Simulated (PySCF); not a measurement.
An unknown is described by computed data only.

Formula: C2H5B.

| Quantity | Value |
| --- | --- |
| 1H NMR | chemical shifts (computed TMS as zero) by class: 7.47 (1 H), 7.18 (1 H), 6.88 (2 H), 6.83 (1 H) ppm [GIAO PBE0/pcSseg-1] |
| UV, first state | lowest singlet excitation: 5.40 eV (229 nm, f = 0.000) [TDDFT CAM-B3LYP/def2-SVPD] |
| NMR, other nuclei | isotropic shieldings of nuclei other than C and H, by class: 26 (1 B) ppm [GIAO PBE0/pcSseg-1] |
| Rotational structure | rotational constants A, B, C: 47.934, 10.114, 8.352 GHz [PBE0-D3(BJ)/def2-SVP] |
| UV, strongest line | among the 10 lowest singlet transitions: S3 at 6.01 eV (206 nm, f = 0.304) [TDDFT CAM-B3LYP/def2-SVPD] |
| 13C NMR | chemical shifts (computed TMS as zero) by class: 166.9 (1 C), 152.1 (1 C) ppm [GIAO PBE0/pcSseg-1] |
| Dipole | 1.31 D [CAM-B3LYP/def2-SVPD] |

Gas-phase values; electronic properties from PySCF, density fitting. Levels stand in brackets. Isolated species at its PBE0-D3(BJ)/def2-SVP geometry (one conformer only). Each NMR value is the plain mean over a class of atoms that symmetry, rotation or inversion makes alike.

Question: What is the compound? Reason from the data.

Answer: 2 carbons fall into 2 classes; from least to most shielded: carbon bonded to C and 2 H (166.9 ppm), carbon bonded to B, C and H (152.1 ppm). Hydrogen classes from least to most shielded: 1 H on a carbon bonded to B, C and H (7.47 ppm), 1 H on a carbon bonded to C and 2 H (7.18 ppm), 2 H on a boron bonded to C and 2 H (6.88 ppm), 1 H on a carbon bonded to C and 2 H (6.83 ppm). The other shieldings belong to: 26 ppm, boron bonded to C and 2 H. The optimised geometry has point group Cs and is an asymmetric top. Structure: `BC=C` (BH2(vinyl)). The assignments are read from this structure; whether some other isomer fits the data as well wasn't checked.
